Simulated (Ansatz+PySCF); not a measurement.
Values are calculated unless marked as measured or tabulated.
## Several solutions for doublet N₂(+)

```xyz
2

N     0.0000    0.0000   -1.6644
N     0.0000    0.0000    1.6644
```

Basis set: cc-pVDZ (spherical functions). Charge 1, multiplicity 2.

PBE0 (unrestricted) was run from several starts with Ansatz (development build ahead of 0.2.0) and PySCF 2.14.0.

```
run  program                                start  converged  energy (hartree)  <S²>
  A    PySCF  guess minao, instabilities followed        yes        -108.56792  2.75
  B   Ansatz          search for the lowest state        yes        -108.56793  2.75
  C   Ansatz              atomic start, no search        yes        -108.53099  2.76
  D    PySCF                     program defaults        yes        -108.32456  0.75
```

(1) Which runs reached the lowest solution of this kind, and what is wrong with the others?

## Answers

(1) A, B reached the lowest solution found. Converged but too high: C by 1.01 eV, D by 6.62 eV. Convergence only shows a stationary point, and even a stable one can lie too high; stability tests and further starts are what find lower ones. Caution: charge can spread falsely over distant fragments. Caution: the unrestricted determinant is a mixture of spin states.
